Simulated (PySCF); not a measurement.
## Working with the constants of C₂⁺

UHF-CCSD(T) constants of C₂⁺, ⁴Σg⁻ (quartet), unpaired electrons σ ↑, π ↑↑ (basis C cc-pVDZ; no relativity; PySCF 2.14; masses 12.0000 and 12.0000 u):

| Quantity | Value |
| --- | --- |
| ωe | 1337.0 cm⁻¹ |
| ωexe | 12.1 cm⁻¹ |
| Be | 1.3771 cm⁻¹ |
| αe | 0.0167 cm⁻¹ |
| D (centrifugal) | 5.84e-06 cm⁻¹ |
| De to C⁺ + C | 5.25 eV |

(1) Give the vibrational terms G(v) and spacings up to v = 6.

(2) How well does the Morse estimate ωe²/(4ωexe) reproduce De, and what is D0?

Correlated steps freeze 2 core orbitals. Correlated levels converge slowly with the basis: in double zeta they bind strong bonds too weakly, by up to about 1 eV, and carry superposition errors of some tenths. The state is the lowest determinant that a PBE0 search found; another state may lie lower at other levels.

## Answers

(1) G(v) = ωe(v+½) − ωexe(v+½)².

| v | G(v) (cm⁻¹) | G(v) − G(v−1) | Bv (cm⁻¹) |
| --- | --- | --- | --- |
| 0 | 665.5 |  | 1.369 |
| 1 | 1978.3 | 1312.8 | 1.352 |
| 2 | 3266.9 | 1288.6 | 1.335 |
| 3 | 4531.3 | 1264.4 | 1.319 |
| 4 | 5771.5 | 1240.2 | 1.302 |
| 5 | 6987.5 | 1216.0 | 1.285 |
| 6 | 8179.3 | 1191.8 | 1.269 |

(2) It gives 4.58 eV, 87 % of the computed De. D0 = De − G(0) = 5.25 − 0.08 = 5.17 eV.
